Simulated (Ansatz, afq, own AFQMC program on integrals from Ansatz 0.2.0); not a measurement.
AFQMC on a folder of integrals that Ansatz 0.2.0 wrote.

```yaml
crystal:
  periodic: [false, false, false]
  atoms:
    - {symbol: N, position_ang: [-0.494323, 1.496673, -0.442322]}
    - {symbol: Y, position_ang: [0.387511, -0.410920, -0.251936]}
    - {symbol: O, position_ang: [-0.887447, -1.904717, 0.038125]}
    - {symbol: H, position_ang: [-1.478172, 1.759770, -0.408548]}
    - {symbol: H, position_ang: [0.027267, 2.362474, -0.592954]}
    - {symbol: H, position_ang: [-1.610607, -2.516330, 0.171405]}
basis:
  gaussian: {orbitals: def2-TZVP}
magnetization: {spin_polarized: true, initial_magnetization: 1}
correlation: {method: ccsd_t, electrons: outside_noble_gas, hamiltonian_folder: ham}
```

```sh
$ ansatz run in.yaml --threads 1 --pin off --events-out ev --progress --plain --max-ram 24576MiB --backend cuda --devices 0, --max-vram 18GiB
```

Options of the walk:

```
--method phaseless --trial cisd --walkers 1000 --populations 20 --least-time 60 --time-step 0.005 --steps-per-block 50 --equilibration-blocks 40 --max-blocks 4000 --target-error 0.00024 --factor-cut 1e-05 --start spin_pure --seed 1423 --release-times 0.24,0.6,1.2,1.8,2.6 --release-step 0.04 --release-every 4 --taylor-order 6
```

Times are imaginary, in 1/Eh. The walk had a cap of 501 s. With eight or more populations the least sampling time is a fifth of least-time, and the error comes from their spread. Core potentials past Kr, no spin–orbit coupling.

Output of the walk:

```
orbitals 114  electrons 9 8  factors 881 of 908
reference energy -169.08570436 Eh
CCSD correlation -0.51901014 Eh in 14 cycles, weight of the determinant in the CISD state 0.8549
energy of the start -169.604692 Eh
 block  time / (1/Eh)  mean weight  energy / Eh
     1     0.250  0.9984  -169.598018
     2     0.500  1.0005  -169.606027
     3     0.750  1.0012  -169.612840
     4     1.000  0.9996  -169.615949
     5     1.250  0.9997  -169.621042
    10     2.500  0.9990  -169.624688
    43    10.750  1.0011  -169.622087
    78    19.500  1.0004  -169.625562
    92    23.000  0.9995  -169.620980
   113    28.250  1.0005  -169.627219
   134    33.500  1.0001  -169.635600
   148    37.000  0.9993  -169.626078
   183    45.750  0.9999  -169.626901
   218    54.500  0.9997  -169.622393
   253    63.250  1.0011  -169.630805
   288    72.000  1.0005  -169.628533
   302    75.500  1.0001  -169.625671
error from the spread of 20 populations
released: time / (1/Eh)  energy / Eh  error  mean overlap
  0.24  -169.625152  0.000197  0.9958
  0.60  -169.625349  0.000201  0.9850
  1.20  -169.624900  0.000342  0.9805
  1.80  -169.626690  0.000815  0.9469
  2.60  -169.625433  0.000788  0.9409
energy -169.624870 +/- 0.000242 Eh
(rows thinned)
```

The run passed its tests (sampling time, drift between the halves within three errors, error under three times the target), which doesn't prove that it has relaxed, ending at its cap on processor time.

Against this walk (error 6.6 meV) on the same determinant: CCSD(T) 24.8 meV higher. The error is statistical and leaves out the bias of the constraint. Released to 1.20 1/Eh the energy moves by -1 ± 11 meV (both errors), within twice the noise.

Cautions: constraint bias not in the error; no spin-orbit coupling; outer-core shells of the metal frozen.

The walk took 8.4 min on 1 × NVIDIA H100 80GB HBM3 with 2 threads of AMD EPYC 7R13 Processor (Zen 3), with other jobs on the host (the card was shared). The log's last line is the phaseless energy.
